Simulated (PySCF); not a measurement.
Compound: cyanoacetylene, C3HN.
Cartesian coordinates in Å at the PBE0-D3(BJ)/def2-TZVP level; atoms count from 1:
```xyz
5
C3HN angstrom
C     -1.2647   -0.1976    0.0446
C     -0.0772   -0.0194    0.0207
C      1.2762    0.1836   -0.0085
N      2.4175    0.3546   -0.0320
H     -2.3183   -0.3551    0.0661
```

Level: wB97X-D/pcSseg-2 in PySCF, non-relativistic, on one gas-phase PBE0-D3(BJ)/def2-TZVP geometry that isn't relaxed in the solvent. The solvent is an IEF-PCM continuum (Bondi radii, 1.10 Å for H, scaled by 1.2). The model holds no explicit solvent molecules, cavitation or dispersion.

Gas phase at wB97X-D/pcSseg-2: HOMO -10.87 eV, LUMO 0.15 eV, dipole 3.92 D.

**Question.** What does the continuum do to the energy, the frontier levels and the dipole at wB97X-D/pcSseg-2 in chloroform?

**Answer.** 
```json
{"solvent": "chloroform", "ε": "4.711", "E(solvent) − E(gas) (kcal/mol)": "-3.53", "polarisation term (kcal/mol)": "-4.22", "distortion of the solute (kcal/mol)": "0.69", "HOMO (eV)": "-10.79", "LUMO (eV)": "0.23", "dipole (D)": "4.88"}
```

Polarisation term: ½ Σ q·V over the induced surface charges. Distortion: the rise of the solute's own energy as its density leaves the gas-phase optimum.

**Question.** Which radius a makes the point-dipole formula ΔE = −[(ε − 1)/(2ε + 1)]·μ²/a³ give the value in chloroform, with the gas-phase dipole?

**Answer.** μ = 1.543 au and |ΔE| = 0.00563 Eh give a = 2.82 Å; the farthest nucleus lies 2.44 Å from the centroid of the nuclei. The formula assumes a rigid point dipole at the centre of a sphere.

**Question.** Give the dipole vector in the frame of the coordinates (D, pointing from negative to positive charge), gas and chloroform.

**Answer.** Gas (-3.88, -0.58, 0.08), solvent (-4.83, -0.72, 0.10). Its length changes by +24 % and its direction by less than 1°.

wB97X-D is run here without its empirical dispersion term; that term would change no orbital, density or response property at a fixed geometry.
